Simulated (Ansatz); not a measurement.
A relaxed structure of Sr. Calculation: r2SCAN (plane waves to 500 eV, PAW, scalar-relativistic; Ansatz, a quantum-chemistry and plane-wave program).

```cif
data_Sr
_chemical_formula_sum 'Sr1'
_space_group_name_H-M_alt 'P 1'
_space_group_IT_number 1
_cell_length_a 4.31377
_cell_length_b 4.31377
_cell_length_c 4.31377
_cell_angle_alpha 120.050
_cell_angle_beta 120.050
_cell_angle_gamma 89.914
loop_
_space_group_symop_operation_xyz
  'x, y, z'
loop_
_atom_site_label
_atom_site_type_symbol
_atom_site_fract_x
_atom_site_fract_y
_atom_site_fract_z
_atom_site_occupancy
Sr1 Sr 0.00000 0.00000 0.00000 1
```

Problem. Determine the symmetry and give the standard cell with its independent sites.

Solution. Space group Fm-3m (No. 225); a = 6.099 Å, b = 6.099 Å, c = 6.099 Å, α = 90.00°, β = 90.00°, γ = 90.00°

| atom | site | symmetry | x | y | z |
|---|---|---|---|---|---|
| Sr | 4a | m-3m | 0.0000 | 0.0000 | 0.0000 |

This is the fcc (Cu type).

Problem. Give the shortest distances between elements (the closest pairs, up to four, under 3.6 Å).

Solution. .

```yaml
volume_per_atom: 56.72 Å³
band_gap: no gap (metallic)
```

No spin polarisation in the result.

Measured for Sr: a 6.045 Å (static lattice; corrected from measurement; as listed in Gábor I. Csonka et al., Physical Review B (2009)). Computed minus measured — a: r2SCAN +0.9 %. The computed values are for a static lattice.

The run could not lose the symmetry of its start.
